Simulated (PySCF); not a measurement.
# Na2: the cost of one run

Programs: PySCF 2.14.0, with routines of our own; each step states its level. All values are computed. Atoms count from 0.

### Step 1. The starting structure

2 atoms, charge 0, multiplicity 1; geometry from: GFN2-xTB.

### Step 2. Optimising the geometry at PBE0-D3(BJ)/def2-SVP

What the job is given:

```
{"job": {"xc": "PBE0", "basis": "def2-SVP", "d3": "d3bj", "grid": 1, "kind": "geom"}, "charge": 0, "multiplicity": 1}
Na     1.367533    -0.002630    -0.003156
Na    -1.364777     0.003898    -0.010993
```

Launch:

```bash
OMP_NUM_THREADS=1 python excited_run.py task.json out
```

This one command runs all jobs of the session in turn.

Q: Estimate the wall time and peak memory of this first job on 1 thread of Arm Neoverse N1, shared host.

About 2.2 s, with a peak of 0.24 GiB.
